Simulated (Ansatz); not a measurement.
**Relaxing NaY**

All numbers below come from DFT PBE, scalar-relativistic, plane waves, PAW (Ansatz). Cutoff 420 eV, Γ-centred k mesh, Gaussian smearing, no spin polarisation in the final step.

The start puts NaY on the AuCd (B19) structure type (Pmma, No. 51), with Na in place of Cd, Y in place of Au, at a guessed volume.

```
Na Y
1.0
     5.20325    0.00000    0.00000
     0.00000    3.44333    0.00000
     0.00000    0.00000    5.31256
Na Y
2 2
Direct
  0.75000 0.00000 0.68700
  0.25000 0.00000 0.31300
  0.75000 0.50000 0.18800
  0.25000 0.50000 0.81200
```

Steps on the 4×6×4 mesh (4 atoms). 12 of 13 steps are shown, and the free energy counts from the last. Trial steps that were taken back and renewals of the plane-wave basis can be among the rows.

```
step  ΔF (meV/atom) V (Å³/atom) P (GPa) largest force component (eV/Å)
   1          322.2        23.80    12.33                           0.110
   2          138.3        27.12     5.74                           0.084
   3           62.0        30.28     1.89                           0.036
   4           41.9        32.25     0.17                           0.084
   5           25.8        33.41    -0.57                           0.082
   6           17.7        32.73    -0.03                           0.024
   8           15.4        32.41     0.18                           0.014
   9            4.9        32.41     0.71                           0.013
  10            1.0        33.23     0.17                           0.047
  11            1.2        33.80     0.01                           0.103
  12            0.0        33.55     0.02                           0.005
  13            0.0        33.55     0.01                           0.005
```

A final relaxation ran on a 8×14×8 mesh. The relaxed crystal, Pmma (No. 51):

```
Na Y
1.0
     5.97481    0.00000    0.00000
     0.00000    3.35601    0.00000
     0.00000    0.00000    6.71536
Na Y
2 2
Direct
  0.75000 0.00000 0.64171
  0.25000 0.00000 0.35829
  0.75000 0.50000 0.12833
  0.25000 0.50000 0.87167
```

For NaY, the volume per atom is 33.66 Å³. The density is 2.76 g/cm³ and the energy over the elements is 0.37 eV/atom. The gap on the 8×14×8 mesh is 0 eV (a metal).

The zero of energy is the elements' standard structures at the same level; no fitted shifts are applied.

The final run used a 8×14×8 mesh on its 4-atom cell and 0.10 eV smearing. For metals, differences of a few meV/atom aren't resolved.

A structure relaxed within its symmetry needn't be a true minimum.

Cost: 3 runs of about 4.4 core-minutes in all, on Intel Xeon Platinum 8259CL (Skylake/Cascade Lake) (shared hosts).